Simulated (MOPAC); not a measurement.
MOPAC input (PM6):

```
PM6 1SCF UHF MS=0.5 GEO-OK AUX(PRECISION=9) THREADS=1
CF3

C     0.00171763 1   -0.00263817 1    0.32505308 1
F    -0.01708335 1    1.26042782 1   -0.06192073 1
F     1.09904525 1   -0.61482395 1   -0.08303830 1
F    -1.08310698 1   -0.64384509 1   -0.07174301 1
```

### Question
What heat of formation does the run end on, and which ionisation energy by Koopmans theorem?

### Answer
-126.31 kcal/mol; 11.45 eV.
